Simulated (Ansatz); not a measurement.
We consider antiferromagnetic bcc Cr, described by PBE-D4 in Ansatz (PAW).

Numerical settings: plane-wave cutoff 520 eV, 20×20×20 k mesh, Fermi–Dirac smearing 0.05 eV, spin-polarised with opposed moments, scalar-relativistic PAW data made under PBE.

Computed at the level's own relaxed cell.

Problem. What does this level give for the volume per atom, bulk modulus B0, magnetic moment (largest site, within a sphere) and lattice constant a?

Solution. 
volume per atom: 11.43 Å³/atom
bulk modulus B0: 206 GPa
magnetic moment (largest site, within a sphere): 0.82 μB
lattice constant a: 2.838 Å

The run finds no gap.

Measured, for comparison: equilibrium volume per atom 11.91 Å³/atom, lattice constant a 2.877 Å (corrected for temperature and zero-point phonon effects; as tabulated in Levämäki et al. (2014), arXiv:1402.3671); bulk modulus 194 GPa (corrected for temperature and zero-point phonon effects, our sources range from 174 to 205; as tabulated in Levämäki et al. (2014), arXiv:1402.3671). Computed (rounded) less measured: equilibrium volume per atom -4.0 %, bulk modulus not scored (sources differ), lattice constant a -1.4 %.

Note: the commensurate order stands in for chromium's spin-density wave, and the size of the moments varies much between levels; the collinear magnetic order is the start's and need not be the measured one.

Moments are spin moments.

The computed numbers hold no vibrational or temperature effects.

Ansatz is a first-principles code.
